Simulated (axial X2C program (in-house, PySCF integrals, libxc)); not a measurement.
**Potential curves of Na₂, without spin–orbit coupling**

Calculated with an in-house relativistic program for diatomic molecules. Spin-free means the one-electron spin-free X2C Hamiltonian. Basis: Na dyall-cv3z [9s8p5d2f] (cores contracted in-house); Gaussian nuclei, density fitting, unrestricted open shells. Masses: Na 22.990 u.

State: M_S = 0, Λ = 0 (closed shell). Energies in kJ/mol from the fragments at the same level (Na + Na). Fits are polynomials in 1 − R0/R over 0.85 to 1.23 times the lowest point R0.

| R (Å) | M06 | MP2 |
| --- | --- | --- |
| 2.6874 | -72.69 | -30.87 |
| 2.8110 | -78.63 | -38.26 |
| 2.9037 | -81.45 | -42.03 |
| 2.9963 | -83.03 | -44.49 |
| 3.0890 | -83.58 | -45.81 |
| 3.1971 | -83.27 | -46.13 |
| 3.3052 | -82.44 | -45.34 |
| 3.4442 | -80.39 | -43.01 |
| 3.6141 | -76.07 | -38.64 |
| 3.8613 | -67.12 | -30.25 |

Correlated methods: 2 electrons correlated (number of frozen shells: Na 2 s, 1 p), 242 virtual spin orbitals or spinors in MP2.

The state is one determinant whose occupation by symmetry is held fixed; it was picked as the lowest of a PBE0 search that is not exhaustive. Closed shells are restricted here (equal orbitals for both partners); the stretched side of such a curve lies too high. Dissociation energies refer to the lowest single-determinant-based atoms at the same level and basis. MP2 and coupled cluster on one determinant become unreliable at the stretched end.

(1) Fit the M06 curve near its minimum: give the equilibrium distance, the harmonic wavenumber and the well depth.

(2) Fit the MP2 curve near its minimum: give the equilibrium distance, the harmonic wavenumber and the well depth.

## Answers

(1) At M06, spin-free: Re = 3.108 Å, ωe ≈ 136 cm⁻¹, De = 0.87 eV to Na + Na; Be follows as 0.152 cm⁻¹.

(2) At MP2, spin-free: Re = 3.171 Å, ωe ≈ 156 cm⁻¹, De = 0.48 eV to Na + Na; Be follows as 0.146 cm⁻¹.
